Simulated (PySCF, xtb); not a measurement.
Homolysis of single bonds, series Al SH-H. All species are isolated molecules in the gas phase. One relaxed conformer stands for each flexible species; it need not be the lowest. Strings in code marks are SMILES.

Quantity: homolytic bond dissociation enthalpy at 298 K (no spin–orbit term), in eV. Enthalpy corrections at 298 K come from GFN2-xTB frequencies (xtb).

Level 1: B3LYP/3-21G // r2SCAN-D4/def2-TZVP (PySCF)
Level 2: B3LYP/6-311+G** // r2SCAN-D4/def2-TZVP (PySCF)
Level 3: M06-2X/6-31G* // r2SCAN-D4/def2-TZVP (PySCF)
Level 4: HF/STO-3G // r2SCAN-D4/def2-TZVP (PySCF)

| species | level 2 | level 3 | level 4 |
|---|---|---|---|
| S–Al bond of `[SH][Al]([SH])[SH]`, giving `[SH]` and `[SH][Al][SH]` (H–S–Al–S torsion -180°, S–Al–S–H torsion -180°) | 3.59 | 3.81 | 3.95 |

### Question
What does level 1 give for each?

### Answer

- S–Al bond of `[SH][Al]([SH])[SH]`, giving `[SH]` and `[SH][Al][SH]` (H–S–Al–S torsion -180°, S–Al–S–H torsion -180°): 3.34
